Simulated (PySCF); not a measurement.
Atom-mapped SMILES (the numbers label the heavy atoms): `[Cl:1][c:2]1[cH:3][n:4][s:5][n:6]1`. Each H is labelled by its parent atom.

Geometry: GFN2-xTB; GIAO shifts from PySCF 2.14.0 with density-fitted response routines, gas phase, non-relativistic, averaged over equivalent atoms.

At PBE0/pcseg-1 (97 basis functions, 11 s wall time on 1 thread of an AMD EPYC 7R43 64-Core, shared host):
```
atoms  δ (ppm)
   C2    159.0
   C3    150.0
   N4    393.0
   N6    369.9
H(C3)     8.22
```

Referencing at the same level of theory: 13C (σ = 196.96 ppm), 1H (σ = 31.87 ppm) against TMS; 15N (σ = 270.91 ppm) vs NH3.

Estimate the result of repeating the calculation with PBE0/pcSseg-1.

Results:


```csv
atoms,δ at PBE0/pcSseg-1,change
C2,155.8,-3.2
C3,151.9,+1.9
N4,409.3,+16.3
N6,384.6,+14.7
H(C3),8.36,+0.14
```

δ = σ(ref) − σ, references computed at the same level: TMS for 13C (186.93 ppm) and 1H (31.72 ppm); 15N (267.73 ppm) vs NH3.

The largest change is at N4 (pyridine-type nitrogen of an azole). Cost: 121 basis functions, 17 s wall time on 1 thread of an AMD EPYC 7R43 64-Core, shared host.

Carbons that carry Cl, above all several Cl atoms, come out too deshielded, partly because spin–orbit coupling is missing. Experimental scales use liquid or dissolved standards, which lie at an offset from isolated NH3 (liquid NH3: subtract about 20 ppm). Unscaled 15N shifts of sp2 nitrogen come out 20 to 40 ppm too high even then.
